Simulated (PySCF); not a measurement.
## Li: electron affinity

Li⁻ [He] 2s2 (1S) → Li [He] 2s1 (2S), as a difference of total energies. Computed with PySCF 2.14 in dyall-av3z (15s9p3d, 57 functions), with no relativity, point nucleus. Correlated levels: valence: 1s2 frozen; virtual orbitals above 40 to 60 times the deepest correlated orbital energy dropped. The calculations carry no spin-orbit coupling.

```csv
method,electron affinity (eV),error (eV)
UHF,-0.123,-0.741
LDA,0.590,-0.028
PBE,0.511,-0.107
PBE0,0.493,-0.125
r2SCAN,0.448,-0.170
M06,0.495,-0.123
B3LYP,0.558,-0.060
LC-wPBE,0.479,-0.139
MP2 (valence),0.332,-0.286
SCS-MP2 (valence),0.423,-0.195
```

Reference: 0.618 eV (measured; photodetachment measurements, as compiled on the Wikipedia data page of electron affinities).

Errors of the correlated levels include the incompleteness of this basis and the frozen core.

A negative affinity means that the anion lies above the atom at that level of theory.

In the anion the highest occupied orbital energy is positive at LDA, PBE, PBE0, r2SCAN, M06, B3LYP, a self-interaction effect; the basis confines that electron, and the energy difference can still be sensible.
